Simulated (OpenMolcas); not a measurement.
# triplet C3H6O: levels of theory compared

Wanted: a comparison of 6 runs (UHF/STO-3G, UHF/cc-pVDZ, UB3LYP/6-31G*, UM06-2X/cc-pVDZ, UM06-L/cc-pVDZ, UPBE/cc-pVDZ) of triplet C3H6O. 

The calculation is run with OpenMolcas 26.06.

## Step 1: The molecule

The species is C3H6O (10 atoms), meant as a triplet with charge 0. As SMILES of the parent species, `C=CCO`. Geometry: relaxed at PBE0-D4/def2-TZVP. That shape belongs to the parent species and isn't relaxed for this state.

Bond lengths: C1–C2 1.326 Å, C2–C3 1.492 Å, C3–O4 1.415 Å, C1–H5 1.086 Å, C1–H6 1.084 Å, C2–H7 1.088 Å, C3–H8 1.099 Å, C3–H9 1.094 Å, O4–H10 0.961 Å. Some angles: C1–C2–C3 124.1°, C2–C3–O4 112.1°, C1–C2–H7 120.2°, C3–C2–H7 115.7°, C2–C1–H5 121.2°, C2–C1–H6 121.9°, C2–C3–H8 109.9°, C2–C3–H9 110.3°, O4–C3–H8 111.5°, O4–C3–H9 105.3°.

## Step 2: A single-point energy at UHF/STO-3G (run 1)

Input file geom.xyz:

```xyz
10

C     -1.094380     0.947500     0.566230
C      0.141810     0.497060     0.404200
C      0.475240    -0.869750    -0.092820
O      1.288940    -0.832690    -1.250210
H     -1.954550     0.320230     0.350790
H     -1.295520     1.949720     0.926710
H      0.991940     1.141760     0.617410
H     -0.447940    -1.439200    -0.267630
H      1.060330    -1.413160     0.654980
H      0.834130    -0.301460    -1.909630
```

Input file calc.input:

```
&GATEWAY
  BASLIB
  $CurrDir
  COORD
  geom.xyz
  BASIS
  STO-3G
  GROUP
  NoSym

&SEWARD

&SCF
  UHF
  SPIN
  3
  THRESHOLDS
  1e-10 1e-07 1e-07 1e-05
  PRORBITALS
  1
```

The basis set STO-3G is read from a file made from the Basis Set Exchange's data (not shown).

The run is started by

```console
$ export MOLCAS_MEM=1860
$ pymolcas calc.input > calc.log
```

Output:

```text
--- Start Module: gateway ---
[...]
--- Stop Module: gateway /rc=_RC_ALL_IS_WELL_ ---
--- Start Module: seward ---
[...]
      Basis functions           26
--- Stop Module: seward /rc=_RC_ALL_IS_WELL_ ---
--- Start Module: scf ---
[...]
       Convergence after  19 Iterations
[...]
::    Total SCF energy                               -189.3501767161
[...]
      Total spin, S                                     1.0075808388
[...]
      Total electronic charge=   32.000000
      Total            charge=   -0.000000
[...]
      Dipole Moment (debye):
      Origin of the operator (angstrom)=    0.2424   -0.1062   -0.1566
                   X= -1.2880E+00               Y=  7.7907E-01               Z=  1.2579E-01           Total=  1.5105E+00
      Quadrupole Moment (debye*angstrom):
[...]
--- Stop Module: scf /rc=_RC_ALL_IS_WELL_ ---
[...]
```

Run time: 1.7 s. Hardware: 1 thread of Arm Neoverse V2, shared host; peak memory 0.37 GiB.

## Step 3: A single-point energy at UHF/cc-pVDZ (run 2)

Input file calc.inp:

```
* C3H6O Hartree-Fock

&gateway
  baslib = $CurrDir
  coord
  10
  bohr
  C     -2.06807848     1.79051550     1.07001962
  C      0.26798206     0.93930727     0.76382730
  C      0.89807344    -1.64358930    -0.17540438
  O      2.43574359    -1.57355605    -2.36255450
  H     -3.69356420     0.60514700     0.66289703
  H     -2.44817799     3.68443682     1.75122810
  H      1.87449493     2.15761370     1.16673581
  H     -0.84648392    -2.71969384    -0.50574740
  H      2.00373330    -2.67048537     1.23773282
  H      1.57627725    -0.56967684    -3.60867770
  basis = cc-pVDZ
  group = NoSym

&seward

&scf
  uhf
  spin = 3
  thresholds = 1e-10 1e-07 1e-07 1e-05
  prorbitals = 0
```

The basis set cc-pVDZ is read from a file made from the Basis Set Exchange's data (not shown).

The run is started by

```console
$ export MOLCAS_MEM=1860
$ pymolcas calc.inp > calc.log
```

Output:

```text
--- Start Module: gateway ---
[...]
--- Stop Module: gateway /rc=_RC_ALL_IS_WELL_ ---
--- Start Module: seward ---
[...]
      Basis functions           86
--- Stop Module: seward /rc=_RC_ALL_IS_WELL_ ---
[...]
--- Start Module: scf ---
[...]
       Convergence after  21 Iterations
[...]
::    Total SCF energy                               -191.8076128138
[...]
      Total spin, S                                     1.0068163526
[...]
      Total electronic charge=   32.000000
      Total            charge=   -0.000000
[...]
      Dipole Moment (debye):
      Origin of the operator (angstrom)=    0.2424   -0.1062   -0.1566
                   X= -1.4756E+00               Y=  8.7342E-01               Z=  2.4792E-01           Total=  1.7325E+00
      Quadrupole Moment (debye*angstrom):
[...]
--- Stop Module: scf /rc=_RC_ALL_IS_WELL_ ---
[...]
```

Run time: 7.5 s. Hardware: 1 thread of Arm Neoverse V2, shared host; peak memory 0.47 GiB.

Runs 3 to 5 aren't shown in full; the table further down has their settings and results.

## Step 4: A single-point energy at UPBE/cc-pVDZ (run 6)

Input file run.inp:

```
* C3H6O Kohn-Sham DFT

&GATEWAY
 BasLib=$CurrDir
 Coord
 10
 angstrom
 C       -1.094380       0.947500       0.566230
 C        0.141810       0.497060       0.404200
 C        0.475240      -0.869750      -0.092820
 O        1.288940      -0.832690      -1.250210
 H       -1.954550       0.320230       0.350790
 H       -1.295520       1.949720       0.926710
 H        0.991940       1.141760       0.617410
 H       -0.447940      -1.439200      -0.267630
 H        1.060330      -1.413160       0.654980
 H        0.834130      -0.301460      -1.909630
 Basis=cc-pVDZ
 Group=NoSym

&SEWARD
 GridInput
 Grid=UltraFine
 End of Grid

&SCF
 UHF
 Spin=3
 KSDFT=PBE
 Thresholds=1e-10 1e-07 1e-07 1e-05
 PrOrbitals=1 1
```

The basis set cc-pVDZ is read from a file made from the Basis Set Exchange's data (not shown).

The run is started by

```console
$ export MOLCAS_MEM=1860
$ pymolcas run.inp > run.log
```

Output:

```text
--- Start Module: gateway ---
[...]
--- Stop Module: gateway /rc=_RC_ALL_IS_WELL_ ---
--- Start Module: seward ---
[...]
      Basis functions           86
--- Stop Module: seward /rc=_RC_ALL_IS_WELL_ ---
[...]
--- Start Module: scf ---
[...]
       Convergence after  24 Iterations
[...]
::    Total KS-DFT energy                            -192.7106234608
[...]
      Total spin, S                                     1.0018476235
[...]
      Total electronic charge=   32.000000
      Total            charge=   -0.000000
[...]
      Dipole Moment (debye):
      Origin of the operator (angstrom)=    0.2424   -0.1062   -0.1566
                   X= -8.2202E-01               Y=  3.0697E-01               Z= -2.6669E-01           Total=  9.1710E-01
      Quadrupole Moment (debye*angstrom):
[...]
--- Stop Module: scf /rc=_RC_ALL_IS_WELL_ ---
[...]
```

Run time: 71 s. Hardware: 1 thread of Arm Neoverse V2, shared host; peak memory 0.47 GiB.

## Step 5: All runs side by side

| run | level | Cartesian functions | integration grid | energy (Eh) | dipole moment (D) | HOMO energy (eV) | ⟨S²⟩ | wall time |
| --- | --- | --- | --- | --- | --- | --- | --- | --- |
| 1 | UHF/STO-3G | no | – | -189.350177 | 1.51 | -5.34 | 2.023 | 1.7 s |
| 2 | UHF/cc-pVDZ | no | – | -191.807613 | 1.73 | -6.54 | 2.020 | 7.5 s |
| 3 | UB3LYP/6-31G* (Cartesian functions) | yes | UltraFine | -192.944167 | 1.53 | -2.77 | 2.007 | 53 s |
| 4 | UM06-2X/cc-pVDZ | no | UltraFine | -192.865565 | 1.53 | -4.20 | 2.009 | 2.1 min |
| 5 | UM06-L/cc-pVDZ | no | UltraFine | -192.932378 | 1.25 | -2.09 | 2.012 | 1.9 min |
| 6 | UPBE/cc-pVDZ | no | UltraFine | -192.710623 | 0.92 | -1.81 | 2.006 | 71 s |

## Step 6: Outcome

```
                                 quantity          value
                      run 6: total energy  -192.71062 Eh
                     run 6: dipole moment         0.92 D
run 6: HOMO energy (highest over α and β)       -1.81 eV
                              run 6: ⟨S²⟩          2.006
```

What this shows: The dipole moment (its size) runs from 0.92 D (UPBE/cc-pVDZ) to 1.73 D (UHF/cc-pVDZ). Totals of different functionals can't be ranked against each other. In run 1 the basis is minimal, so the values are rough. All runs together took 6.2 min, the longest 2.1 min.
